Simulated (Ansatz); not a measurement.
**How methods differ on CH5OSi (SMILES [CH2][SiH2]O)**

CH5OSi has 8 atoms, charge 0, and is taken as a doublet. As SMILES, `[CH2][SiH2]O`. Geometry: optimised at wB97X-V/def2-SVP. This is one conformer, not always the lowest.

| atom | x (Å) | y (Å) | z (Å) |
| --- | --- | --- | --- |
| C | -0.8652 | 0.5231 | -0.7987 |
| Si | 0.6613 | -0.0029 | 0.1137 |
| O | 0.2971 | -0.7322 | 1.5727 |
| H | -0.9883 | 0.4055 | -1.8831 |
| H | -1.7079 | 1.0175 | -0.2969 |
| H | 1.5027 | 1.1693 | 0.4826 |
| H | 1.4417 | -0.9128 | -0.7814 |
| H | -0.2491 | -1.5245 | 1.5350 |

Quantity: the dissociation energy of the Si2–C1 bond into doublet SiH3O and singlet CH2 (shapes relaxed at wB97X-V/def2-SVP, no zero-point term), in eV. The values are calculated.

```tsv
level	kind	program	value (eV)	less CCSD(T)/def2-TZVP	CPU time (all runs)
UHF/def2-TZVP	Hartree–Fock	Ansatz	4.55	-0.32	2.3 s
UPBE/def2-TZVP	GGA	Ansatz	5.09	+0.22	5.7 s
UB3LYP/def2-TZVP	global hybrid	Ansatz	4.88	+0.01	6.8 s
U-wB97M-V/def2-TZVP	range-separated hybrid	Ansatz	5.00	+0.13	25 s
UMP2/def2-TZVP	perturbation theory	Ansatz	5.14	+0.27	3.1 s
UCCSD(T)/def2-TZVP	coupled cluster or CI	Ansatz	4.87	0.00	71 s
```

Differences are taken from UCCSD(T)/def2-TZVP for orientation; it has basis-set and higher-order errors of its own. The values span 4.55 to 5.14 eV. Hartree–Fock misses the correlation of the electron pair that is broken and comes out low. A fragment with an even electron count was run as a singlet and may have a lower triplet. Measured bond enthalpies also hold zero-point and thermal terms, a few tenths of an eV less. CPU times are rough (shared hosts, several kinds of processor): they show what a rung costs within a factor of a few.
